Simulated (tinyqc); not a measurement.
Inside a calculation. Method: coupled-perturbed Hartree-Fock on RHF in the sto-3g basis, for H2O, spin multiplicity 1. One step of it, computed by the program tinyqc.

Task: Response to a field: uncoupled start. Field along z; U_ai = -mu_ai / (e_a - e_i), alpha = -4 sum U_ai mu_ai.

orbital energies (hartree): MO1 -20.249634, MO2 -1.296068, MO3 -0.615489, MO4 -0.478980, MO5 -0.399703, MO6 0.647925, MO7 0.752523

dipole integrals <a|z|i> (bohr), order a6, a7:
$$\begin{pmatrix}
0.045846 & -0.155412 & 0.000000 & -0.541451 & 0.000000 \\
0.000000 & 0.000000 & -0.679252 & 0.000000 & 0.000000
\end{pmatrix}$$

Give: uncoupled U; uncoupled polarisability.

Result:

uncoupled U, order a6, a7:
$$\begin{pmatrix}
-0.0022 & 0.0799 & 0.0000 & 0.4805 & 0.0000 \\
0.0000 & 0.0000 & 0.4965 & 0.0000 & 0.0000
\end{pmatrix}$$

uncoupled polarisability = 2.4398 bohr^3
